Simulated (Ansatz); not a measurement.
Input file:

```yaml
crystal:
  periodic: [false, false, false]
  atoms:
    - {symbol: O, position_ang: [0.000000, 0.000000, 0.000000]}
    - {symbol: H, position_ang: [0.000000, 0.000000, 1.036612]}
basis:
  gaussian: {orbitals: aug-cc-pVDZ}
total_charge: 1
correlation: {method: fic_mrcisd_q, electrons: outside_noble_gas, active_space: {window: {electrons: 6, orbitals: 5}, shells: [{species: H, l: s, shell: 1}, {species: O, l: s, shell: 2}, {species: O, l: p, shell: 2}]}}
```

```sh
$ ansatz run in.yaml --threads 1 --pin off --events-out ev --progress --plain --max-ram 2393MiB
```

The program prints:

```
485 factors; integrals over basis functions are off by at most 1.6e-7 eV
mean field evaluation 1: about -2036.0861 eV, gradient 1.8e1 eV
mean field evaluation 2: about -2036.0857 eV, gradient 1.8e1 eV
mean field evaluation 4: about -2036.7004 eV, gradient 6.5e-1 eV
mean field evaluation 8: about -2036.7018 eV, gradient 2.0e-4 eV
mean field evaluation 16: about -2036.7018 eV, gradient 7.8e-5 eV
mean field -2036.70176239 eV, -74.8474092417 hartree, gradient 2.6e-6 eV, S^2 0.000000; 2 other end points of the search recorded, 0 dependent functions left out; unrestricted orbitals would lower it
reference -2036.70176239 eV, -74.8474092417 hartree; 4, 4 occupied and 28, 28 virtual orbitals, 485 factors
state -2038.46008402 eV, -74.9120263700 hartree
contracted CI cycle   1: correlation 0.00000000 eV, 0.0000000000 hartree, residual 1.96e1 eV
contracted CI cycle   2: correlation -3.08033058 eV, -0.1132000608 hartree, residual 3.06e0 eV
contracted CI cycle   3: correlation -3.15780153 eV, -0.1160470656 hartree, residual 5.11e-1 eV
contracted CI cycle   4: correlation -3.16044202 eV, -0.1161441021 hartree, residual 1.13e-1 eV
contracted CI cycle   5: correlation -3.16056811 eV, -0.1161487357 hartree, residual 2.06e-2 eV
contracted CI cycle   6: correlation -3.16057217 eV, -0.1161488851 hartree, residual 3.70e-3 eV
contracted CI cycle   7: correlation -3.16057230 eV, -0.1161488896 hartree, residual 6.33e-4 eV
contracted CI cycle   1: correlation 0.00000000 eV, 0.0000000000 hartree, residual 1.96e1 eV
contracted CI cycle   2: correlation -3.08033058 eV, -0.1132000608 hartree, residual 3.06e0 eV
contracted CI cycle   3: correlation -3.15780153 eV, -0.1160470656 hartree, residual 5.11e-1 eV
contracted CI cycle   4: correlation -3.16044202 eV, -0.1161441021 hartree, residual 1.13e-1 eV
contracted CI cycle   5: correlation -3.16056811 eV, -0.1161487357 hartree, residual 2.06e-2 eV
contracted CI cycle   6: correlation -3.16057217 eV, -0.1161488851 hartree, residual 3.70e-3 eV
contracted CI cycle   7: correlation -3.16057230 eV, -0.1161488896 hartree, residual 6.33e-4 eV
state -2038.46008402 eV, -74.9120263700 hartree; corrected -2041.71747958 eV, -75.0317334488 hartree
Total energy: -2041.71747958 eV, -75.0317334488 hartree
Checks for a lower state left out: starts, orbital_swaps
```

For the same geometry and basis full CI lies 3.5 meV higher.

Ran on 1 thread of Arm Neoverse V1, shared host: 0.6 s wall, 0.13 GiB peak host memory.
